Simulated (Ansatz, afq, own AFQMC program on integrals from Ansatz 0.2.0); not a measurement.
HBr2, doublet: AFQMC among the cluster methods

```xyz
3

Br    0.0000    0.0000   -1.6132
H     0.0000    0.0000   -0.1926
Br    0.0000    0.0000    1.8058
```

Connectivity, by distances: Br ··· Br, 1 bridging H.

Basis cc-pVTZ. Only valence electrons are correlated. Integrals, coupled cluster, full CI and functionals: Ansatz 0.2.0; the random walks run on the same integrals in our own AFQMC program. ph-AFQMC/CISD is guided by a CISD state made of CCSD amplitudes; releasing the constraint for a short imaginary time cuts its bias at the price of noise, slowly where states lie close. ± is one standard error of the sampling. No spin–orbit coupling.

Determinant: UHF, the one that the program's search chose, which needn't be the lowest solution. The geometry is a point of a scan.

No full CI on the walks' own integrals is used here; CCSDT(Q) serves as the reference and is uncertain by about the last step of the cluster series.

Cautions: no relativity below Rb; no spin-orbit coupling; inner d shell frozen.

```
T1 diagnostic                               : 0.0095
weight of the determinant in the CISD state : 0.862
⟨S²⟩ of the determinant                     : 0.766
size of the correlated space                : 15 electrons in 72 orbitals
```

Reference: CCSDT(Q), correlation energy -10.010 eV. The released energy is read at 1.50 1/Eh (meV from the phaseless value at times in 1/Eh: -1 ± 5 at 0.24, -10 ± 5 at 0.51, -7 ± 5 at 0.99, 0 ± 5 at 1.50).

```
         level  E − E(reference) (mEh)  share of correlation (%)
            HF                  367.87                      0.00
           MP2                   50.82                     86.18
          CCSD                   13.73                     96.27
       CCSD(T)                    1.50                     99.59
         CCSDT                    0.44                     99.88
 ph-AFQMC/CISD             0.35 ± 0.18                     99.91
released AFQMC             0.36 ± 0.19                     99.90
```

A walk keeps the symmetry of its determinant, which the program's search chose and which needn't be the lowest solution, so a lower state of the same spin and another symmetry isn't excluded. Released energies are given only where the last usable release times agree within the noise; a slower fall can still hide under it.
